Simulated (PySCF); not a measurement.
A rate constant, worked out

An elementary step of BH$_{5}$S, closed shell (BH₃ + H₂S → BH₃S ([BH2][SH]) + H₂; B–H, H–S broken or loosened, B–S, H–H formed or tightened). The start structure is the complex of the reactants, bound by 0.64 eV, and the electronic barrier above it is 0.794 eV by CCSD(T) at an estimated basis limit (MP2 extrapolated from triple and quadruple zeta, plus CCSD(T) − MP2 in triple zeta). Program: PySCF 2.14 with density fitting (its default auxiliary sets; JK sets also for MP2 and CCSD(T)). Basis: def2-TZVPP and def2-QZVPP. Cores are frozen in the correlated methods. Extrapolation: Hartree–Fock as exp(−7.88 √X), correlation as X^−2.97. Harmonic wavenumbers (analytic Hessian with the translational sum rule) at PBE0-D4/def2-TZVP (PySCF 2.14 with density fitting (its default auxiliary sets; JK sets also for MP2 and CCSD(T))), in cm⁻¹:

Start: 247, 432, 492, 563, 869, 942, 1103, 1148, 1155, 1215, 2470, 2550, 2581, 2684, 2695.

Saddle: 738i, 367, 535, 633, 874, 955, 1075, 1115, 1134, 1283, 1751, 2247, 2593, 2699, 2714.

Q: Work out the transition-state-theory rate constant at 600 K from these numbers alone (harmonic vibrations; rotation, path degeneracy and anharmonicity left out), and the Wigner tunnelling factor. Use 1 cm⁻¹ = 1.2398 × 10⁻⁴ eV and k_B = 8.617 × 10⁻⁵ eV/K.

A: Zero-point energies, half the sums: start 21146/2 cm⁻¹ = 1.3109 eV; saddle, real modes only, 19975/2 cm⁻¹ = 1.2383 eV.
Barrier with zero-point energy: 0.794 + 1.2383 − 1.3109 = 0.7214 eV.
k_BT = 0.05170 eV, so the barrier is 13.95 k_BT.
Vibrational partition functions from the zero-point level, ln q = −Σ ln(1 − exp(−hν/k_BT)): start 2.424, saddle 1.636.
k = (k_BT/h) exp(ln q‡ − ln q) exp(−E0/k_BT), with log₁₀(k_BT/h in s⁻¹) = 13.10: log₁₀ k = 13.10 + (-0.788 − 13.95)/2.3026 = 6.70, so k ≈ 5 × 10^(6) s⁻¹.
Wigner factor: 1 + (hν‡/k_BT)²/24 = 1 + (1.77)²/24 = 1.13. A change of 1 kcal/mol (0.043 eV) in the barrier would change k by a factor of 2.3 at this temperature.

No T1 diagnostic of these runs exceeds 0.015.

Labels in which every atom is bracketed show which atoms are joined, not bond orders.

For scale, one of the runs: CCSD(T)/def2-TZVPP, 143 basis functions, launched by `OMP_NUM_THREADS=4 python run.py`. Time: 36 s of wall clock on 4 CPU threads of an AMD EPYC 7B13; the host was shared. Peak host memory: 0.7 GiB.
